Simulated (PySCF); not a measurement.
Reaction (SMILES): S(F)(F)=O + 3 [H][H] (H2) → 2 F (HF) + O (H2O) + S (H2S)
B3LYP-D3(BJ)/def2-TZVP geometries, fixed; electronic energies without zero-point terms.

Basis-set convergence of the energy of full hydrogenation at PBE with PySCF. All functions are spherical. Density fitting with generated auxiliary sets. In sets without p functions on hydrogen, species with hydrogen take exact integrals. No added dispersion term, no relativity. Functions are those of the species that has most. Reference: the value in pcseg-3, -51.36 kcal/mol, itself unsure by roughly 2.26 kcal/mol (its mean distance from def2-QZVPP, cc-pV(Q+d)Z). Deviations are taken from unrounded values.

```
basis            functions  energy of full hydrogenation (kcal/mol)
---------------  ---------  ---------------------------------------
6-31G*                  60                                   -27.79
6-31+G*                 76                                   -52.91
def2-SVP                60                                   -58.16
def2-SVPD               96                                   -83.88
pcseg-1                 60                                   -63.15
aug-pcseg-1             96                                   -77.45
cc-pV(D+d)Z             65                                   -46.18
aug-cc-pV(D+d)Z        101                                   -69.28
6-311G**                80                                   -65.45
6-311+G**               96                                   -81.95
pcseg-2                124                                   -55.13
aug-pcseg-2            188                                   -55.48
cc-pV(T+d)Z            129                                   -44.27
aug-cc-pV(T+d)Z        193                                   -53.15
def2-TZVP              130                                   -44.79
def2-TZVPD             166                                   -50.74
def2-TZVPP             135                                   -50.00
def2-TZVPPD            171                                   -54.10
```

What the diffuse functions change, pair by pair:
- 6-31G* to 6-31+G*: 16 more functions, deviation 23.57 to -1.55 kcal/mol
- def2-SVP to def2-SVPD: 36 more functions, deviation -6.81 to -32.52 kcal/mol
- pcseg-1 to aug-pcseg-1: 36 more functions, deviation -11.79 to -26.09 kcal/mol
- cc-pV(D+d)Z to aug-cc-pV(D+d)Z: 36 more functions, deviation 5.17 to -17.92 kcal/mol
- 6-311G** to 6-311+G**: 16 more functions, deviation -14.10 to -30.59 kcal/mol
- pcseg-2 to aug-pcseg-2: 64 more functions, deviation -3.77 to -4.12 kcal/mol
- cc-pV(T+d)Z to aug-cc-pV(T+d)Z: 64 more functions, deviation 7.08 to -1.80 kcal/mol
- def2-TZVP to def2-TZVPD: 36 more functions, deviation 6.57 to 0.61 kcal/mol
- def2-TZVPP to def2-TZVPPD: 36 more functions, deviation 1.35 to -2.74 kcal/mol

They bring the value nearer the reference by more than 2.26 kcal/mol in 3 of 9 pairs.
